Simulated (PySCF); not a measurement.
# CH₄O₂, a complex of two parts: interaction energy

One table from this session's results is given with a row withheld; the runs are named, their logs left out.

Programs: PySCF 2.14.0. All values are calculated, for the isolated system unless a continuum is named. Atoms count from 0, parts from 1.

### Starting point

7 atoms, charge 0, multiplicity 1; geometry: GFN2-xTB. Parts: 1 = atoms 0–3, `C=O`, charge 0; 2 = atoms 4–6, `O`, charge 0.

Set-up of the first run:

What the job is given:

```
{"job": {"xc": "PBE0", "basis": "def2-TZVPD", "d3": "d3bj", "grid": 3, "kind": "geom", "shake": 0.01}, "charge": 0, "multiplicity": 1, "parts": [{"atoms": "0-3", "charge": 0, "multiplicity": 1}, {"atoms": "4-6", "charge": 0, "multiplicity": 1}]}
C     -0.089692    -0.113770     0.087098
O      0.801862    -0.492981    -0.572852
H     -0.692746    -0.740819     0.761996
H     -0.420360     0.958530     0.036878
O      1.835967     1.760992    -2.139296
H      1.620882     0.948980    -1.674271
H      2.524420     1.551537    -2.773735
```

Command:

```
> OMP_NUM_THREADS=1 python cluster_run.py task.json out
```

The driver reads the jobs from task.json and runs them one after another.

Steps of the session up to this table: Optimising the geometry at PBE0-D3(BJ)/def2-TZVPD; Coupled-cluster interaction energy: CCSD(T) and MP2, 1.96 Å; Coupled-cluster interaction energy: CCSD(T) and MP2, 2.06 Å; Coupled-cluster interaction energy: CCSD(T) and MP2, 2.15 Å; Coupled-cluster interaction energy: CCSD(T) and MP2, 1.86 Å; Coupled-cluster interaction energy: CCSD(T) and MP2, 2.45 Å; Coupled-cluster interaction energy: CCSD(T) and MP2, 1.76 Å; Coupled-cluster interaction energy: CCSD(T) and MP2, 2.94 Å; Coupled-cluster interaction energy: CCSD(T) and MP2, 3.92 Å.

One of the session's tables, all rows but one given; the rest of the session is left out.

It belongs to the step «Coupled-cluster interaction energy: CCSD(T) and MP2, 3.92 Å». 

```
                 method  interaction energy (kcal/mol)
         HF/aug-cc-pVDZ                              ?
        MP2/aug-cc-pVDZ                          -0.91
       CCSD/aug-cc-pVDZ                          -0.92
    CCSD(T)/aug-cc-pVDZ                          -0.91
         HF/aug-cc-pVQZ                          -1.00
        MP2/aug-cc-pVQZ                          -0.93
    SCS-MP2/aug-cc-pVQZ                          -0.91
      MP2, extrapolated                          -0.94
CCSD(T), limit estimate                          -0.94
```

**Question.** Estimate the row for HF/aug-cc-pVDZ.

**Answer.** interaction energy (kcal/mol): -1.01. In the column «interaction energy (kcal/mol)» it is the lowest.
